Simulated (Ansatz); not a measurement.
Results of PBE0 in Ansatz (PAW) for pyrite RuS2.

Numerical settings: plane-wave cutoff 460 eV, 4×4×4 k mesh, Fermi–Dirac smearing 0.01 eV, no spin polarisation, scalar-relativistic PAW data made under PBE.

Cell (relaxed at this level):

```xyz
12
Lattice="5.6012 0.0000 0.0000 0.0000 5.6012 0.0000 0.0000 0.0000 5.6012" Properties=species:S:1:pos:R:3 pbc="T T T"
Ru     0.0000     2.8006     2.8006
Ru     2.8006     2.8006     0.0000
Ru     2.8006     0.0000     2.8006
Ru     0.0000     0.0000     0.0000
S      3.4163     4.9855     0.6157
S      2.1849     0.6157     4.9855
S      4.9855     0.6157     3.4163
S      0.6157     4.9855     2.1849
S      0.6157     3.4163     4.9855
S      4.9855     2.1849     0.6157
S      2.1849     2.1849     2.1849
S      3.4163     3.4163     3.4163
```

Problem. What does this level give for the band gap and smallest direct gap on the k points sampled?

Solution. 
* **band gap**: 2.70 eV
* **smallest direct gap on the k points sampled**: 3.17 eV

Spin–orbit coupling is not included.

Static lattice: no zero-point or thermal effects.

Ansatz is a program for electronic structure.
